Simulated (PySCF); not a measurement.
NH3O, H₃NO, SMILES [NH3+][O-], point group C3v.

Force field and properties: B3LYP/pcSseg-2 (PySCF, grid level 2). Vibrational terms come from second-order perturbation theory with semi-diagonal cubic constants, by steps of ±0.6 along the normal coordinates of each isotopologue. The parent has the commonest isotopes.

Equilibrium geometry (Å):

| atom | x | y | z |
| --- | --- | --- | --- |
| N1 | -0.0239 | 0.0049 | -0.0185 |
| O2 | 1.3163 | -0.1085 | 0.1893 |
| H3 | -0.5711 | -0.0431 | 0.8546 |
| H4 | -0.4001 | -0.7379 | -0.6275 |
| H5 | -0.2867 | 0.8960 | -0.4667 |

Question: How much do zero-point and thermal motion change the parent's shieldings?

Answer: 
```tsv
atom	σe (ppm)	anharmonic part, 0 K	harmonic part, 0 K	Δσ at 0 K	Δσ at 100 K	Δσ at 298.15 K
N1	135.66	-6.09	-4.37	-10.46	-10.44	-10.34
O2	153.18	-12.95	-28.52	-41.47	-42.12	-44.03
H3	24.13	-0.40	-0.39	-0.79	-0.78	-0.78
```

Question: And the bond lengths, in the parent and with ²H at 3?

Answer: 
```tsv
bond	re (Å)	⟨r⟩ at 0 K	between mean positions	⟨r⟩, labelled
N1–O2	1.3610	1.3645	1.3642	1.3651
N1–H3	1.0315	1.0556	1.0455	1.0488
```

Question: What are the dipole moments?

Answer: 5.390 D at equilibrium; averaged at 0 K: parent 5.224 D; ²H at 3 5.239 D; ¹⁷O at 2 5.224 D; ¹⁵N at 1, ¹⁷O at 2 5.224 D; ¹⁵N at 1 5.225 D; ¹⁵N at 1, ²H at 3 5.240 D; ²H at 3, ²H at 4 5.255 D.

The study (163 SCF points, 114 basis functions) took 9.6 min on 1 thread of Intel Xeon Platinum 8488C, on a host shared with other jobs (rough), peak memory 0.49 GiB, launched as `OMP_NUM_THREADS=1 python ens_run.py task.json out`.
